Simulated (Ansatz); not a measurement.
# What a trial cell of CrCd2 relaxes into

Level of theory: DFT PBE, scalar-relativistic, plane waves, PAW (Ansatz 0.2.0). Cutoff 420 eV, Γ-centred k mesh, Gaussian smearing, collinear spin, first started from parallel moments.

The start puts CrCd2 on the AlB2 structure type (P6/mmm, No. 191), with Cr in place of Al, Cd in place of B, at a guessed volume.

```
Cr Cd
1.0
     3.90625    0.00000    0.00000
    -1.95313    3.38291    0.00000
     0.00000    0.00000    4.21771
Cr Cd
1 2
Direct
  0.00000 0.00000 0.00000
  0.33333 0.66667 0.50000
  0.66667 0.33333 0.50000
```

Cell and atoms relax at zero pressure; the relaxation can't lower the symmetry of the start. After a coarse first stage the cell is made exact in the group found at 0.06 Å.

The zero of energy is the elements' standard structures at the same level; no fitted shifts are applied.

Question: Describe the relaxed structure.

Answer: It keeps P6/mmm (No. 191), but not the shape of the type it started on. Conventional cell: a = 4.786 Å, c = 3.025 Å. Cr is coordinated by 2 Cr at 3.03 Å and 12 Cd at 3.15 Å; around Cd lie 3 Cd at 2.76 Å, 2 Cd at 3.03 Å and 6 Cr at 3.15 Å.

```
Cr Cd
1.0
     4.78623    0.00000    0.00000
    -2.39312    4.14500    0.00000
     0.00000    0.00000    3.02517
Cr Cd
1 2
Direct
  0.00000 0.00000 0.00000
  0.33333 0.66667 0.50000
  0.66667 0.33333 0.50000
```

Question: What are its volume, energy, gap and moment?

Answer: The volume per atom is 20.01 Å³. The density is 7.66 g/cm³ and the energy over the elements is 0.38 eV/atom. The gap on the 12×12×16 mesh is 0 eV (a metal). The net moment per atom is 1.33 μB and the largest site moment is 3.81 μB.

The final run used a 12×12×16 mesh on its 3-atom cell and 0.10 eV smearing. For metals, differences of a few meV/atom aren't resolved. Symmetry constrained the relaxation, so the result can be a saddle point.

Cost: 4 runs of about 4.9 core-minutes in all, on Arm Neoverse V2 (shared hosts).